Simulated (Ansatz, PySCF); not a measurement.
This PySCF input computes a SVWN5/def2-TZVPD energy:

```python
from pyscf import gto, scf, dft

mol = gto.M(
    atom='''
    Si    0.21612307    0.20976238    0.22258598
    F    -0.72085928   -0.74673103    1.07691475
    F    -0.71439787    1.11947221   -0.68804678
    F     1.09906570   -0.69903821   -0.73511283
    ''',
    basis='def2-tzvpd',
    charge=0,
    spin=1,
    verbose=4,
)

mf = dft.UKS(mol, xc='svwn').density_fit(auxbasis='def2-universal-jkfit')
mf.grids.level = 3
mf.conv_tol = 1e-9
mf.max_cycle = 100
mf.max_memory = 1500
mf.kernel()
if not mf.converged:
    mf = mf.newton()
    mf.kernel(mf.make_rdm1())
for _ in range(2):
    mo, _, stable, _ = mf.stability(return_status=True)
    if stable:
        break
    mf.kernel(mf.make_rdm1(mo, mf.mo_occ))
mf.analyze()
```

Write an input for the same energy in Ansatz (a quantum-chemistry and plane-wave program) and say what it gives.


Ansatz 0.2 input:
```yaml
crystal:
  periodic: [false, false, false]
  atoms:
    - {symbol: Si, position_ang: [0.21612307, 0.20976238, 0.22258598]}
    - {symbol: F, position_ang: [-0.72085928, -0.74673103, 1.07691475]}
    - {symbol: F, position_ang: [-0.71439787, 1.11947221, -0.68804678]}
    - {symbol: F, position_ang: [1.09906570, -0.69903821, -0.73511283]}
basis:
  gaussian:
    orbitals: def2-TZVPD
hamiltonian:
  xc: {name: SVWN5}
magnetization: {spin_polarized: true, initial_magnetization: 1}
output: {forces: true}
```
It gives -586.28133 Eh, and PySCF -586.28140 Eh, a difference of 0.07 mEh, from the treatment of integrals and grids.

It need not be the lowest isomer of its formula.
